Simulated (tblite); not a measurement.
Species: formaldehyde, CH₂O.
InChI=1S/CH2O/c1-2/h1H2

Method: GFN2-xTB as coded in tblite; computed harmonic values from a numerical Hessian at the method's own geometry, unscaled. Against measured fundamentals such values can be off by several per cent, at times by over 20.

Harmonic wavenumbers (cm⁻¹): 1085.4, 1203.2, 1488.8, 1806.7, 2793.7, 2839.7.

A = 291613, B = 39433, C = 34736 MHz; mass 30.011 u (most abundant isotopes); point group C2v, symmetry number 2.

Question: What is the zero-point energy?

Answer: Half the sum of the wavenumbers: 5609 cm⁻¹ = 67.09 kJ/mol.

Question: What is S at 298.15 K and 1 bar for an ideal gas of classical rigid rotors and harmonic oscillators?

Answer: Translation 151.28, rotation 66.78, vibration 0.51: S = 218.6 J/(mol K).

Question: And Cp and H(298.15 K) − H(0)?

Answer: Cp = 35.76 J/(mol K), of which vibrations give 2.51 (their classical limit is 6 R = 49.9); H(298.15 K) − H(0) = 10.05 kJ/mol without the zero-point energy, 0.13 from vibrations.

Question: What must be added to the electronic energy to get the Gibbs energy at 298.15 K and 1 bar?

Answer: ZPE + [H(298.15 K) − H(0)] − T·S = 67.09 + 10.05 − 65.17 = 11.97 kJ/mol.

Question: How do the functions run with temperature in this model?

Answer: 
```tsv
T (K)	S (J/(mol K))	Cp (J/(mol K))	H − H(0) (kJ/mol)	G − H(0) (kJ/mol)	ln q(vib)
373.15	226.9	38.6	12.83	-71.83	0.03
500	239.0	44.2	18.08	-101.40	0.10
750	258.9	54.5	30.47	-163.72	0.34
1000	275.7	62.1	45.10	-230.60	0.67
```

q(vib) and H(0) count from the zero-point level.
